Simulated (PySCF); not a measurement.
**H₃OF, a complex of two parts: interaction energy**

Aim: the interaction energy of `O` with `F`.

Computed with PySCF 2.14.0; each step states its level. No surroundings beyond the atoms listed, unless a continuum is named. Atoms count from 0, parts from 1.

### Step 1. Starting point

5 atoms, charge 0, multiplicity 1; geometry: GFN2-xTB. Parts: 1 = atoms 0–2, `O`, charge 0; 2 = atoms 3–4, `F`, charge 0.

### Step 2. Relaxing the molecule at PBE0-D3(BJ)/def2-TZVPD

The job: settings as JSON, then the geometry in Å.

```
{"job": {"xc": "PBE0", "basis": "def2-TZVPD", "d3": "d3bj", "grid": 3, "kind": "geom", "shake": 0.01}, "charge": 0, "multiplicity": 1, "parts": [{"atoms": "0-2", "charge": 0, "multiplicity": 1}, {"atoms": "3-4", "charge": 0, "multiplicity": 1}]}
O     -0.016979     0.439519     0.041185
H      0.771191     0.029007    -0.237066
H     -0.782951    -0.150288    -0.116583
F     -0.366902     2.427531    -1.547900
H     -0.268107     1.764655    -0.866457
```

The run is started by

```sh
$ OMP_NUM_THREADS=1 python cluster_run.py task.json out
```

The driver reads the jobs from task.json and runs them one after another.

What it wrote:

```text
step   0  E = -176.78910867  max force = 0.044415
step   1  E = -176.79096200  max force = 0.006284
step   2  E = -176.79120770  max force = 0.002139
step   3  E = -176.79130220  max force = 0.000319
step   4  E = -176.79130596  max force = 0.000166
optimisation converged
```

Wall time 17 s (1 thread of Arm Neoverse N1, shared host); peak memory 0.45 GiB.

The steps of the relaxation:

| step | energy from step 0 (eV) | largest force component (eV/Å) |
| --- | --- | --- |
| 0 | 0.0000 | 2.2839 |
| 1 | -0.0504 | 0.3231 |
| 2 | -0.0571 | 0.1100 |
| 3 | -0.0597 | 0.0164 |
| 4 | -0.0598 | 0.0085 |

Close pairs (by a distance rule), those that changed most:

| bond | before (Å) | after (Å) | change (Å) |
| --- | --- | --- | --- |
| O0–H1 | 0.931 | 0.962 | +0.030 |
| O0–H2 | 0.980 | 0.961 | -0.018 |
| F3–H4 | 0.956 | 0.943 | -0.013 |

The final coordinates are the input of the step that follows.

| at the end point | value |
| --- | --- |
| point group (found at 0.08 Å tolerance) | Cs |
| rotational constants (GHz, main isotopes) | 326.4, 7.668, 7.574 |
| dipole moment (D) | 4.22 |

Contacts at the end point (a selection, picked against the atoms' radii; other short pairs can be missing):

| atoms | distance (Å) | kind (by distance and angle) | angle (°) |
| --- | --- | --- | --- |
| H4···O0 | 1.67 | hydrogen bond | 178 |

Against the parts relaxed at this level the binding energy is -9.54 kcal/mol, without counterpoise.

### Step 3. Coupled-cluster interaction energy: CCSD(T) and MP2, 1.67 Å

The job: settings as JSON, then the geometry in Å.

```
{"job": {"kind": "intercc", "basis": "aug-cc-pVDZ", "basis_mid": "aug-cc-pVTZ", "basis_large": "aug-cc-pVQZ"}, "charge": 0, "multiplicity": 1, "parts": [{"atoms": "0-2", "charge": 0, "multiplicity": 1}, {"atoms": "3-4", "charge": 0, "multiplicity": 1}]}
O      0.011685     0.395525    -0.022830
H      0.788927    -0.082315    -0.326280
H     -0.720640    -0.223687    -0.091345
F     -0.438017     2.554849    -1.427103
H     -0.269635     1.789807    -0.901866
```

With the program's defaults for keys left out, this is: CCSD(T)/aug-cc-pVDZ and MP2/aug-cc-pVTZ, aug-cc-pVQZ counterpoise interaction energy, frozen core, gas phase.

What it wrote:

```text
part 1, own basis, geometry of the cluster
final grid: 21952 points
cycle   1  E = -76.0245585527  dE = -1.512e-01  |g| = 4.355e-01  |ddm| = 2.789e+00
cycle   2  E = -76.0497878317  dE = -2.523e-02  |g| = 2.603e-01  |ddm| = 7.435e-01
cycle   3  E = -76.0601563387  dE = -1.037e-02  |g| = 2.569e-02  |ddm| = 2.807e-01
cycle   4  E = -76.0603081642  dE = -1.518e-04  |g| = 5.705e-03  |ddm| = 3.224e-02
cycle   5  E = -76.0603222153  dE = -1.405e-05  |g| = 1.197e-03  |ddm| = 1.037e-02
cycle   6  E = -76.0603231208  dE = -9.055e-07  |g| = 2.248e-04  |ddm| = 2.677e-03
cycle   7  E = -76.0603231578  dE = -3.692e-08  |g| = 3.554e-05  |ddm| = 7.227e-04
cycle   8  E = -76.0603231585  dE = -7.835e-10  |g| = 4.344e-06  |ddm| = 1.044e-04
converged SCF energy = -76.0603231585

part 2, own basis, geometry of the cluster
final grid: 16976 points
cycle   1  E = -100.0306177157  dE = -1.884e-01  |g| = 4.043e-01  |ddm| = 1.946e+00
cycle   2  E = -100.0518544062  dE = -2.124e-02  |g| = 2.441e-01  |ddm| = 6.573e-01
cycle   3  E = -100.0590574842  dE = -7.203e-03  |g| = 2.387e-02  |ddm| = 2.246e-01
cycle   4  E = -100.0591855188  dE = -1.280e-04  |g| = 6.811e-03  |ddm| = 3.027e-02
cycle   5  E = -100.0592050394  dE = -1.952e-05  |g| = 1.655e-03  |ddm| = 1.327e-02
cycle   6  E = -100.0592067168  dE = -1.677e-06  |g| = 2.564e-04  |ddm| = 4.719e-03
cycle   7  E = -100.0592067593  dE = -4.250e-08  |g| = 2.166e-05  |ddm| = 8.642e-04
cycle   8  E = -100.0592067595  dE = -2.266e-10  |g| = 2.441e-06  |ddm| = 4.753e-05
converged SCF energy = -100.0592067595

part 1, own basis, relaxed alone
final grid: 21952 points
cycle   1  E = -76.0245249833  dE = -1.479e-01  |g| = 4.359e-01  |ddm| = 2.791e+00
cycle   2  E = -76.0498626776  dE = -2.534e-02  |g| = 2.605e-01  |ddm| = 7.448e-01
cycle   3  E = -76.0602382457  dE = -1.038e-02  |g| = 2.575e-02  |ddm| = 2.809e-01
cycle   4  E = -76.0603902294  dE = -1.520e-04  |g| = 5.727e-03  |ddm| = 3.219e-02
cycle   5  E = -76.0604044401  dE = -1.421e-05  |g| = 1.204e-03  |ddm| = 1.042e-02
cycle   6  E = -76.0604053573  dE = -9.172e-07  |g| = 2.269e-04  |ddm| = 2.695e-03
cycle   7  E = -76.0604053947  dE = -3.737e-08  |g| = 3.531e-05  |ddm| = 7.321e-04
cycle   8  E = -76.0604053955  dE = -7.607e-10  |g| = 4.202e-06  |ddm| = 1.044e-04
converged SCF energy = -76.0604053955

part 2, own basis, relaxed alone
final grid: 16976 points
cycle   1  E = -100.0334421780  dE = -1.669e-01  |g| = 4.001e-01  |ddm| = 1.981e+00
cycle   2  E = -100.0540949782  dE = -2.065e-02  |g| = 2.355e-01  |ddm| = 6.586e-01
cycle   3  E = -100.0607481723  dE = -6.653e-03  |g| = 2.345e-02  |ddm| = 2.190e-01
cycle   4  E = -100.0608613138  dE = -1.131e-04  |g| = 6.223e-03  |ddm| = 2.906e-02
cycle   5  E = -100.0608768500  dE = -1.554e-05  |g| = 1.504e-03  |ddm| = 1.190e-02
cycle   6  E = -100.0608781787  dE = -1.329e-06  |g| = 2.375e-04  |ddm| = 4.215e-03
cycle   7  E = -100.0608782150  dE = -3.632e-08  |g| = 2.124e-05  |ddm| = 8.269e-04
cycle   8  E = -100.0608782152  dE = -2.214e-10  |g| = 2.369e-06  |ddm| = 4.891e-05
converged SCF energy = -100.0608782152

cluster
final grid: 4032 points
cycle   1  E = -176.1309515842  dE = -9.852e-03  |g| = 4.223e-02  |ddm| = 6.130e-01
cycle   2  E = -176.1317564873  dE = -8.049e-04  |g| = 1.550e-02  |ddm| = 9.894e-02
cycle   3  E = -176.1318836575  dE = -1.272e-04  |g| = 6.212e-03  |ddm| = 3.711e-02
cycle   4  E = -176.1318958971  dE = -1.224e-05  |g| = 1.953e-03  |ddm| = 1.071e-02
cycle   5  E = -176.1318972388  dE = -1.342e-06  |g| = 3.493e-04  |ddm| = 3.973e-03
cycle   6  E = -176.1318972943  dE = -5.554e-08  |g| = 8.486e-05  |ddm| = 1.005e-03
cycle   7  E = -176.1318972962  dE = -1.881e-09  |g| = 3.191e-05  |ddm| = 1.508e-04
cycle   8  E = -176.1318972965  dE = -2.839e-10  |g| = 5.342e-06  |ddm| = 6.166e-05
converged SCF energy = -176.1318972965

part 1 in the basis of the cluster
final grid: 4032 points
cycle   1  E = -76.0604253791  dE = -1.028e-04  |g| = 2.329e-03  |ddm| = 4.340e-01
cycle   2  E = -76.0604268607  dE = -1.482e-06  |g| = 3.124e-04  |ddm| = 5.359e-02
cycle   3  E = -76.0604269001  dE = -3.937e-08  |g| = 4.457e-05  |ddm| = 8.041e-03
cycle   4  E = -76.0604269008  dE = -6.614e-10  |g| = 2.339e-05  |ddm| = 3.605e-04
converged SCF energy = -76.0604269008

part 2 in the basis of the cluster
final grid: 4032 points
cycle   1  E = -100.0592720877  dE = -6.667e-05  |g| = 1.725e-03  |ddm| = 2.290e-01
cycle   2  E = -100.0592729920  dE = -9.043e-07  |g| = 2.266e-04  |ddm| = 2.286e-02
cycle   3  E = -100.0592730109  dE = -1.889e-08  |g| = 1.653e-05  |ddm| = 2.995e-03
cycle   4  E = -100.0592730110  dE = -1.030e-10  |g| = 5.450e-06  |ddm| = 9.085e-05
converged SCF energy = -100.0592730110

Interaction energy (kcal/mol)
  counterpoise       -8.612
  uncorrected        -9.259
  dispersion part     0.000
  deformation         0.334
  binding            -8.278

Decomposition of the uncorrected value (kcal/mol)
  electrostatic     -15.620
  Pauli              14.633
  orbital            -6.776
  dispersion          0.000
  correlation        -1.497

Charge of each part in the cluster: 0.032 -0.032
part 1, own basis, geometry of the cluster
final grid: 21952 points
cycle   1  E = -76.0295300634  dE = -1.518e-01  |g| = 4.400e-01  |ddm| = 2.945e+00
cycle   2  E = -76.0549580778  dE = -2.543e-02  |g| = 2.633e-01  |ddm| = 6.925e-01
cycle   3  E = -76.0655151738  dE = -1.056e-02  |g| = 2.622e-02  |ddm| = 2.803e-01
cycle   4  E = -76.0656690949  dE = -1.539e-04  |g| = 5.897e-03  |ddm| = 3.207e-02
cycle   5  E = -76.0656835962  dE = -1.450e-05  |g| = 1.251e-03  |ddm| = 1.056e-02
cycle   6  E = -76.0656845658  dE = -9.696e-07  |g| = 2.415e-04  |ddm| = 2.696e-03
cycle   7  E = -76.0656846079  dE = -4.212e-08  |g| = 3.945e-05  |ddm| = 7.168e-04
cycle   8  E = -76.0656846089  dE = -9.875e-10  |g| = 5.124e-06  |ddm| = 1.193e-04
converged SCF energy = -76.0656846089

part 2, own basis, geometry of the cluster
final grid: 16976 points
cycle   1  E = -100.0377612095  dE = -1.891e-01  |g| = 4.078e-01  |ddm| = 2.101e+00
cycle   2  E = -100.0591361384  dE = -2.137e-02  |g| = 2.466e-01  |ddm| = 6.046e-01
cycle   3  E = -100.0664395804  dE = -7.303e-03  |g| = 2.431e-02  |ddm| = 2.211e-01
cycle   4  E = -100.0665688686  dE = -1.293e-04  |g| = 7.020e-03  |ddm| = 2.787e-02
cycle   5  E = -100.0665888764  dE = -2.001e-05  |g| = 1.722e-03  |ddm| = 1.223e-02
cycle   6  E = -100.0665906560  dE = -1.780e-06  |g| = 2.833e-04  |ddm| = 4.269e-03
cycle   7  E = -100.0665907081  dE = -5.206e-08  |g| = 2.573e-05  |ddm| = 9.067e-04
cycle   8  E = -100.0665907084  dE = -3.361e-10  |g| = 2.809e-06  |ddm| = 7.873e-05
converged SCF energy = -100.0665907084

part 1, own basis, relaxed alone
final grid: 21952 points
cycle   1  E = -76.0295034024  dE = -1.486e-01  |g| = 4.405e-01  |ddm| = 2.948e+00
cycle   2  E = -76.0550395664  dE = -2.554e-02  |g| = 2.634e-01  |ddm| = 6.938e-01
cycle   3  E = -76.0656040802  dE = -1.056e-02  |g| = 2.628e-02  |ddm| = 2.804e-01
cycle   4  E = -76.0657581255  dE = -1.540e-04  |g| = 5.916e-03  |ddm| = 3.201e-02
cycle   5  E = -76.0657727863  dE = -1.466e-05  |g| = 1.258e-03  |ddm| = 1.062e-02
cycle   6  E = -76.0657737680  dE = -9.817e-07  |g| = 2.438e-04  |ddm| = 2.717e-03
cycle   7  E = -76.0657738107  dE = -4.265e-08  |g| = 3.925e-05  |ddm| = 7.262e-04
cycle   8  E = -76.0657738116  dE = -9.625e-10  |g| = 4.970e-06  |ddm| = 1.190e-04
converged SCF energy = -76.0657738116

part 2, own basis, relaxed alone
final grid: 16976 points
cycle   1  E = -100.0406824100  dE = -1.677e-01  |g| = 4.036e-01  |ddm| = 2.133e+00
cycle   2  E = -100.0614679385  dE = -2.079e-02  |g| = 2.381e-01  |ddm| = 6.033e-01
cycle   3  E = -100.0682171108  dE = -6.749e-03  |g| = 2.387e-02  |ddm| = 2.154e-01
cycle   4  E = -100.0683312609  dE = -1.142e-04  |g| = 6.420e-03  |ddm| = 2.681e-02
cycle   5  E = -100.0683471953  dE = -1.593e-05  |g| = 1.567e-03  |ddm| = 1.095e-02
cycle   6  E = -100.0683486067  dE = -1.411e-06  |g| = 2.618e-04  |ddm| = 3.779e-03
cycle   7  E = -100.0683486508  dE = -4.411e-08  |g| = 2.505e-05  |ddm| = 8.489e-04
cycle   8  E = -100.0683486511  dE = -3.249e-10  |g| = 2.762e-06  |ddm| = 7.838e-05
converged SCF energy = -100.0683486511

cluster
final grid: 4032 points
cycle   1  E = -176.1436330420  dE = -9.981e-03  |g| = 4.249e-02  |ddm| = 7.119e-01
cycle   2  E = -176.1444520916  dE = -8.190e-04  |g| = 1.576e-02  |ddm| = 9.729e-02
cycle   3  E = -176.1445816946  dE = -1.296e-04  |g| = 6.123e-03  |ddm| = 3.654e-02
cycle   4  E = -176.1445939443  dE = -1.225e-05  |g| = 2.036e-03  |ddm| = 1.062e-02
cycle   5  E = -176.1445952969  dE = -1.353e-06  |g| = 3.738e-04  |ddm| = 3.749e-03
cycle   6  E = -176.1445953598  dE = -6.296e-08  |g| = 8.555e-05  |ddm| = 1.108e-03
cycle   7  E = -176.1445953618  dE = -1.940e-09  |g| = 3.321e-05  |ddm| = 1.768e-04
cycle   8  E = -176.1445953621  dE = -2.959e-10  |g| = 5.517e-06  |ddm| = 7.835e-05
converged SCF energy = -176.1445953621

part 1 in the basis of the cluster
final grid: 4032 points
cycle   1  E = -76.0657221318  dE = -3.735e-05  |g| = 1.273e-03  |ddm| = 4.345e-01
cycle   2  E = -76.0657225197  dE = -3.879e-07  |g| = 1.495e-04  |ddm| = 4.668e-02
cycle   3  E = -76.0657225283  dE = -8.633e-09  |g| = 1.489e-05  |ddm| = 6.326e-03
cycle   4  E = -76.0657225284  dE = -1.278e-10  |g| = 3.209e-06  |ddm| = 3.236e-04
converged SCF energy = -76.0657225284

part 2 in the basis of the cluster
final grid: 4032 points
cycle   1  E = -100.0666365281  dE = -4.670e-05  |g| = 1.352e-03  |ddm| = 2.905e-01
cycle   2  E = -100.0666370141  dE = -4.860e-07  |g| = 1.617e-04  |ddm| = 2.766e-02
cycle   3  E = -100.0666370234  dE = -9.300e-09  |g| = 1.252e-05  |ddm| = 3.459e-03
cycle   4  E = -100.0666370235  dE = -7.080e-11  |g| = 3.194e-06  |ddm| = 1.364e-04
converged SCF energy = -100.0666370235

Interaction energy (kcal/mol)
  counterpoise       -8.872
  uncorrected        -9.271
  dispersion part     0.000
  deformation         0.430
  binding            -8.442

Decomposition of the uncorrected value (kcal/mol)
  electrostatic     -15.527
  Pauli              14.663
  orbital            -6.867
  dispersion          0.000
  correlation        -1.540

Charge of each part in the cluster: 0.032 -0.032
part 1 in the basis of the cluster: E(HF) = -76.041570875  E2 = -0.220591623  E(CCSD corr) = -0.228296990  (T) = -0.005377440
part 2 in the basis of the cluster: E(HF) = -100.031823737  E2 = -0.224276799  E(CCSD corr) = -0.227834088  (T) = -0.004356234
cluster: E(HF) = -176.085387444  E2 = -0.445561315  E(CCSD corr) = -0.456337143  (T) = -0.010029810

Counterpoise interaction energy (kcal/mol)
  hf_small                  -7.526
  mp2_small                 -7.960
  ccsd_small                -7.655
  ccsdt_small               -7.841
  hf_large                  -7.678
  mp2_large                 -8.872
  hf_middle                 -7.654
  mp2_middle                -8.612
  scs_mp2_large             -8.206
  mp2_limit                 -9.044
  ccsdt_less_mp2             0.120
  ccsdt_limit_estimate      -8.925
  bsse_mp2_large             0.399
```

Wall time 31 s (1 thread of Arm Neoverse N1, shared host); peak memory 0.43 GiB.

Contacts at this geometry (a selection, picked against the atoms' radii; other short pairs can be missing):

| atoms | distance (Å) | kind (by distance and angle) | angle (°) |
| --- | --- | --- | --- |
| H4···O0 | 1.67 | hydrogen bond | 178 |

Differences are taken before rounding.

| method | interaction energy (kcal/mol) | from CCSD(T), limit estimate (kcal/mol) |
| --- | --- | --- |
| HF/aug-cc-pVDZ | -7.53 | +1.40 |
| MP2/aug-cc-pVDZ | -7.96 | +0.96 |
| CCSD/aug-cc-pVDZ | -7.65 | +1.27 |
| CCSD(T)/aug-cc-pVDZ | -7.84 | +1.08 |
| HF/aug-cc-pVQZ | -7.68 | +1.25 |
| MP2/aug-cc-pVQZ | -8.87 | +0.05 |
| SCS-MP2/aug-cc-pVQZ | -8.21 | +0.72 |
| MP2, extrapolated | -9.04 | -0.12 |
| CCSD(T), limit estimate | -8.92 | 0 |

These energies keep the parts at their geometry in the cluster; deforming them to it costs 0.43 kcal/mol (MP2).

### Step 4. Coupled-cluster interaction energy: CCSD(T) and MP2, 1.76 Å

The job, as its differences from that of step 3:

```diff
@@ -4,3 +4,3 @@
 H     -0.720640    -0.223687    -0.091345
-F     -0.438017     2.554849    -1.427103
-H     -0.269635     1.789807    -0.901866
+F     -0.452083     2.624563    -1.471055
+H     -0.283701     1.859521    -0.945818
```

Level: CCSD(T)/aug-cc-pVDZ and MP2/aug-cc-pVTZ, aug-cc-pVQZ counterpoise interaction energy, frozen core, gas phase.

What it wrote:

```text
part 1, own basis, geometry of the cluster: E = -76.0603231585 (as before)

part 2, own basis, geometry of the cluster: E = -100.0592067595 (as before)

part 1, own basis, relaxed alone: E = -76.0604053955 (as before)

part 2, own basis, relaxed alone: E = -100.0608782152 (as before)

cluster
final grid: 4032 points
cycle   1  E = -176.1314055277  dE = -7.485e-03  |g| = 3.648e-02  |ddm| = 5.504e-01
cycle   2  E = -176.1320218095  dE = -6.163e-04  |g| = 1.350e-02  |ddm| = 8.757e-02
cycle   3  E = -176.1321190138  dE = -9.720e-05  |g| = 5.595e-03  |ddm| = 3.198e-02
cycle   4  E = -176.1321291198  dE = -1.011e-05  |g| = 1.674e-03  |ddm| = 9.559e-03
cycle   5  E = -176.1321301480  dE = -1.028e-06  |g| = 3.045e-04  |ddm| = 3.541e-03
cycle   6  E = -176.1321301910  dE = -4.300e-08  |g| = 7.682e-05  |ddm| = 8.770e-04
cycle   7  E = -176.1321301924  dE = -1.467e-09  |g| = 2.790e-05  |ddm| = 1.314e-04
cycle   8  E = -176.1321301926  dE = -2.249e-10  |g| = 4.593e-06  |ddm| = 5.631e-05
converged SCF energy = -176.1321301926

part 1 in the basis of the cluster
final grid: 4032 points
cycle   1  E = -76.0604134378  dE = -9.085e-05  |g| = 2.163e-03  |ddm| = 4.069e-01
cycle   2  E = -76.0604147938  dE = -1.356e-06  |g| = 2.975e-04  |ddm| = 5.057e-02
cycle   3  E = -76.0604148312  dE = -3.746e-08  |g| = 4.384e-05  |ddm| = 7.764e-03
cycle   4  E = -76.0604148318  dE = -6.299e-10  |g| = 2.295e-05  |ddm| = 3.551e-04
converged SCF energy = -76.0604148318

part 2 in the basis of the cluster
final grid: 4032 points
cycle   1  E = -100.0592678630  dE = -6.227e-05  |g| = 1.673e-03  |ddm| = 2.083e-01
cycle   2  E = -100.0592687093  dE = -8.463e-07  |g| = 2.195e-04  |ddm| = 2.101e-02
cycle   3  E = -100.0592687269  dE = -1.755e-08  |g| = 1.507e-05  |ddm| = 2.755e-03
cycle   4  E = -100.0592687270  dE = -9.018e-11  |g| = 3.248e-06  |ddm| = 8.572e-05
converged SCF energy = -100.0592687270

Interaction energy (kcal/mol)
  counterpoise       -8.629
  uncorrected        -9.207
  dispersion part     0.000
  deformation         0.334
  binding            -8.295

Decomposition of the uncorrected value (kcal/mol)
  electrostatic     -13.487
  Pauli              10.731
  orbital            -5.152
  dispersion          0.000
  correlation        -1.299

Charge of each part in the cluster: 0.027 -0.027
part 1, own basis, geometry of the cluster: E = -76.0656846089 (as before)

part 2, own basis, geometry of the cluster: E = -100.0665907084 (as before)

part 1, own basis, relaxed alone: E = -76.0657738116 (as before)

part 2, own basis, relaxed alone: E = -100.0683486511 (as before)

cluster
final grid: 4032 points
cycle   1  E = -176.1441035183  dE = -7.636e-03  |g| = 3.686e-02  |ddm| = 6.337e-01
cycle   2  E = -176.1447340354  dE = -6.305e-04  |g| = 1.376e-02  |ddm| = 8.584e-02
cycle   3  E = -176.1448334856  dE = -9.945e-05  |g| = 5.551e-03  |ddm| = 3.153e-02
cycle   4  E = -176.1448436620  dE = -1.018e-05  |g| = 1.753e-03  |ddm| = 9.528e-03
cycle   5  E = -176.1448447132  dE = -1.051e-06  |g| = 3.259e-04  |ddm| = 3.346e-03
cycle   6  E = -176.1448447621  dE = -4.897e-08  |g| = 7.689e-05  |ddm| = 9.637e-04
cycle   7  E = -176.1448447636  dE = -1.504e-09  |g| = 2.925e-05  |ddm| = 1.474e-04
cycle   8  E = -176.1448447639  dE = -2.372e-10  |g| = 4.747e-06  |ddm| = 6.758e-05
converged SCF energy = -176.1448447639

part 1 in the basis of the cluster
final grid: 4032 points
cycle   1  E = -76.0657193174  dE = -3.455e-05  |g| = 1.211e-03  |ddm| = 3.979e-01
cycle   2  E = -76.0657196843  dE = -3.669e-07  |g| = 1.462e-04  |ddm| = 4.272e-02
cycle   3  E = -76.0657196927  dE = -8.429e-09  |g| = 1.462e-05  |ddm| = 5.920e-03
cycle   4  E = -76.0657196929  dE = -1.229e-10  |g| = 3.278e-06  |ddm| = 3.158e-04
converged SCF energy = -76.0657196929

part 2 in the basis of the cluster
final grid: 4032 points
cycle   1  E = -100.0666305644  dE = -4.065e-05  |g| = 1.259e-03  |ddm| = 2.679e-01
cycle   2  E = -100.0666310021  dE = -4.378e-07  |g| = 1.522e-04  |ddm| = 2.515e-02
cycle   3  E = -100.0666310105  dE = -8.399e-09  |g| = 1.131e-05  |ddm| = 3.095e-03
cycle   4  E = -100.0666310106  dE = -5.738e-11  |g| = 2.874e-06  |ddm| = 1.158e-04
converged SCF energy = -100.0666310106

Interaction energy (kcal/mol)
  counterpoise       -8.855
  uncorrected        -9.203
  dispersion part     0.000
  deformation         0.430
  binding            -8.425

Decomposition of the uncorrected value (kcal/mol)
  electrostatic     -13.396
  Pauli              10.765
  orbital            -5.257
  dispersion          0.000
  correlation        -1.315

Charge of each part in the cluster: 0.027 -0.027
part 1 in the basis of the cluster: E(HF) = -76.041540859  E2 = -0.220437023  E(CCSD corr) = -0.228154316  (T) = -0.005360645
part 2 in the basis of the cluster: E(HF) = -100.031817245  E2 = -0.224215600  E(CCSD corr) = -0.227774278  (T) = -0.004347377
cluster: E(HF) = -176.085706447  E2 = -0.445258428  E(CCSD corr) = -0.456132476  (T) = -0.009972060

Counterpoise interaction energy (kcal/mol)
  hf_small                  -7.749
  mp2_small                 -8.129
  ccsd_small                -7.877
  ccsdt_small               -8.042
  hf_large                  -7.840
  mp2_large                 -8.855
  hf_middle                 -7.810
  mp2_middle                -8.629
  scs_mp2_large             -8.286
  mp2_limit                 -8.998
  ccsdt_less_mp2             0.086
  ccsdt_limit_estimate      -8.911
  bsse_mp2_large             0.348
```

It took 27 s on 1 thread of Arm Neoverse N1, shared host; peak memory 0.43 GiB.

Contacts at this geometry (a selection, picked against the atoms' radii; other short pairs can be missing):

| atoms | distance (Å) | kind (by distance and angle) | angle (°) |
| --- | --- | --- | --- |
| H4···O0 | 1.76 | hydrogen bond | 178 |

Differences are taken before rounding.

| method | interaction energy (kcal/mol) | from CCSD(T), limit estimate (kcal/mol) |
| --- | --- | --- |
| HF/aug-cc-pVDZ | -7.75 | +1.16 |
| MP2/aug-cc-pVDZ | -8.13 | +0.78 |
| CCSD/aug-cc-pVDZ | -7.88 | +1.03 |
| CCSD(T)/aug-cc-pVDZ | -8.04 | +0.87 |
| HF/aug-cc-pVQZ | -7.84 | +1.07 |
| MP2/aug-cc-pVQZ | -8.86 | +0.06 |
| SCS-MP2/aug-cc-pVQZ | -8.29 | +0.63 |
| MP2, extrapolated | -9.00 | -0.09 |
| CCSD(T), limit estimate | -8.91 | 0 |

These energies keep the parts at their geometry in the cluster; deforming them to it costs 0.43 kcal/mol (MP2).

[end of part 1 of 3]
